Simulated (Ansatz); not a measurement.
Si(SH)2H2 (SiH₄S₂), relaxed as a singlet with RKS r2SCAN-D4/def2-TZVP in Ansatz, starting from the GFN2-xTB geometry. Force threshold 0.02 eV/Å.

Start:

```xyz
7

Si   -0.102    0.651    0.272
S    -1.497   -0.365   -1.007
H    -1.481   -1.529   -0.374
S     1.643   -0.556    0.621
H     1.859   -0.896   -0.642
H    -0.665    0.846    1.593
H     0.244    1.850   -0.463
```

```json
{"step": "1", "energy (eV)": "-29613.8577", "largest force component (eV/Å)": "1.162", "SCF passes": "16"}
{"step": "2", "energy (eV)": "-29613.8728", "largest force component (eV/Å)": "0.718", "SCF passes": "25"}
{"step": "3", "energy (eV)": "-29613.9283", "largest force component (eV/Å)": "0.266", "SCF passes": "19"}
{"step": "4", "energy (eV)": "-29613.9347", "largest force component (eV/Å)": "0.041", "SCF passes": "20"}
{"step": "5", "energy (eV)": "-29613.9350", "largest force component (eV/Å)": "0.012", "SCF passes": "21"}
```

Force components are those of the run's own axes.

End:

Cartesian coordinates in Å:
```
Si -0.088 0.561 0.235
S -1.494 -0.383 -1.065
H -1.640 -1.471 -0.288
S 1.650 -0.610 0.649
H 1.987 -0.755 -0.645
H -0.644 0.833 1.580
H 0.228 1.826 -0.466
```

By distances, no bond broke or formed. The bond that changes most is Si1–H7, from 1.45 to 1.48 Å (atoms count from 1).

No frequencies were taken in this run, so the end may be a saddle point.

It took 6.5 s on 4 threads of Arm Neoverse V1 on a shared host.
